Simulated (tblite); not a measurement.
C4H3PS.
InChI=1S/C4H3PS/c1-2-5(6)3-4-5/h1,3-4H

Calculated harmonic vibrations of the isolated species, GFN2-xTB (tblite), most abundant isotopes, no scaling. This tight-binding method is rough: wavenumbers can miss measured ones by several per cent, in bad cases by 10 to 20.

Harmonic wavenumbers (cm⁻¹): 99.4, 124.0, 197.3, 212.7, 301.5, 335.7, 540.7, 633.8, 640.3, 656.0, 660.9, 739.2, 770.5, 832.7, 934.6, 1009.6, 1580.2, 2183.9, 3107.4, 3121.9, 3363.8.

A = 3015, B = 2339, C = 1430 MHz; mass 113.969 u (most abundant isotopes); point group Cs, symmetry number 1.

Zero-point energy?

Half the sum of the wavenumbers: 11023 cm⁻¹ = 131.86 kJ/mol.

Give the ideal-gas entropy at 298.15 K and 1 bar in the rigid-rotor, harmonic-oscillator model (classical rotation).

Translation 167.92, rotation 116.56, vibration 68.13: S = 352.6 J/(mol K).

And Cp and H(298.15 K) − H(0)?

Cp = 111.28 J/(mol K), of which vibrations give 78.02 (their classical limit is 21 R = 174.6); H(298.15 K) − H(0) = 21.49 kJ/mol without the zero-point energy, 11.57 from vibrations.

What must be added to the electronic energy to get the Gibbs energy at 298.15 K and 1 bar?

ZPE + [H(298.15 K) − H(0)] − T·S = 131.86 + 21.49 − 105.13 = 48.22 kJ/mol.

Blend soft modes into free rotors: weight 1/[1 + (100 cm⁻¹/ν̃)⁴] for the oscillator and the rest for a rotor with moment μB/(μ + B), μ = h/(8π²ν), B = 10⁻⁴⁴ kg m². What vibrational entropy results?

66.42 J/(mol K) in place of 68.13, which changes −T·S at 298.15 K by +0.51 kJ/mol.

Which modes carry the vibrational entropy at 298.15 K?

99.4 cm⁻¹: 14.50; 124.0 cm⁻¹: 12.71; 197.3 cm⁻¹: 9.03; 212.7 cm⁻¹: 8.45; 301.5 cm⁻¹: 5.89; 335.7 cm⁻¹: 5.16 J/(mol K); the other 15 give 12.39 together.

Hindered rotation and anharmonicity are outside this model.

On one thread, Arm Neoverse V1 (aarch64), no GPU, shared host with 32 logical CPUs at a one-minute load of 14, this took 0.22 s wall. This covers the Hessian and the dipole derivatives.
